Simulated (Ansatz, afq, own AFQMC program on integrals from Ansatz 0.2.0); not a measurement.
AFQMC on a folder of integrals that Ansatz 0.2.0 wrote.

```yaml
crystal:
  periodic: [false, false, false]
  atoms:
    - {symbol: Al, position_ang: [-0.059867, 0.000147, -0.132768]}
    - {symbol: H, position_ang: [0.448722, 0.001802, 1.985772]}
    - {symbol: H, position_ang: [-0.317066, -0.008906, 1.956389]}
    - {symbol: H, position_ang: [0.733301, 1.383310, -0.188797]}
    - {symbol: H, position_ang: [0.737612, -1.380129, -0.199290]}
basis:
  gaussian: {orbitals: cc-pVDZ}
magnetization: {spin_polarized: true, initial_magnetization: 3}
correlation: {method: ccsd_t, electrons: outside_noble_gas, hamiltonian_folder: ham}
```

```sh
$ ansatz run in.yaml --threads 1 --pin off --events-out ev --progress --plain --max-ram 1843MiB
```

Options of the walk:

```
--method phaseless --trial hf --walkers 120 --populations 1 --least-time 40 --time-step 0.005 --steps-per-block 20 --equilibration-blocks 112 --max-blocks 600 --target-error 0.0009600 --factor-cut 1e-05 --start spin_pure --seed 5207 --taylor-order 6
```

Times are imaginary, in 1/Eh. The walk had a cap of 683 s.

afq prints:

```
orbitals 33  electrons 5 2  factors 239 of 350
reference energy -243.94430350 Eh
CCSD correlation -0.10834584 Eh in 15 cycles, weight of the determinant in the CISD state 0.8963
energy of the start -243.945176 Eh
 block  time / (1/Eh)  mean weight  energy / Eh
     1     0.100  1.0003  -243.962708
     2     0.200  0.9999  -243.976579
     3     0.300  1.0000  -243.989163
     4     0.400  1.0012  -243.996730
     5     0.500  1.0014  -244.002766
    10     1.000  1.0013  -244.024895
    61     6.100  1.0001  -244.047264
   121    12.100  1.0000  -244.045063
   181    18.100  1.0018  -244.054910
   241    24.100  1.0011  -244.049102
   253    25.300  0.9992  -244.036300
   265    26.500  0.9994  -244.062873
   301    30.100  0.9991  -244.051042
   361    36.100  0.9985  -244.059431
   421    42.100  1.0004  -244.052535
   481    48.100  1.0004  -244.039409
   505    50.500  0.9999  -244.045725
blocks merged  error / Eh  count
     1  0.000330  400
     2  0.000437  200
     4  0.000580  100
     8  0.000760  50
    16  0.000911  25
    32  0.001110  12
energy -244.048991 +/- 0.000911 Eh
(rows thinned)
```

The run passed its tests (sampling time, drift between the halves within three errors, error under three times the target), which doesn't prove that it has relaxed. The second half of the sampling lies below the first by 2.0 errors of their difference, so the energy may still be moving and its error bar be too small.

Against this walk (error 24.8 meV) on the same determinant: CCSD(T) 164.3 meV lower, CCSDT(Q) 188.4 meV lower, a separate phaseless walk with a CISD trial and standard settings 169.2 ± 25.5 meV lower. The error is statistical and leaves out the bias of the constraint. None of these is a sure reference here.

Cautions: constraint bias not in the error; another spin lies lower; the search met a lower determinant of the same kind, perhaps of another symmetry (28 meV lower), and this one is a saddle point; unrestricted determinant slightly spin contaminated (⟨S²⟩ 3.80 against 3.75); the CCSD(T) amplitudes may be one of several solutions (largest double 0.10); the CCSDT(Q) amplitudes may be one of several solutions (largest double 0.12).

The walk took 74 s on 1 thread of Intel(R) Xeon(R) 6975P-C (Granite Rapids), on a shared host. The log's last line is the phaseless energy.

CCSDT and higher add their correlation energy to the determinant of the CCSD(T) run, since their own runs factorise the integrals more tightly (a shift of under 2 meV).
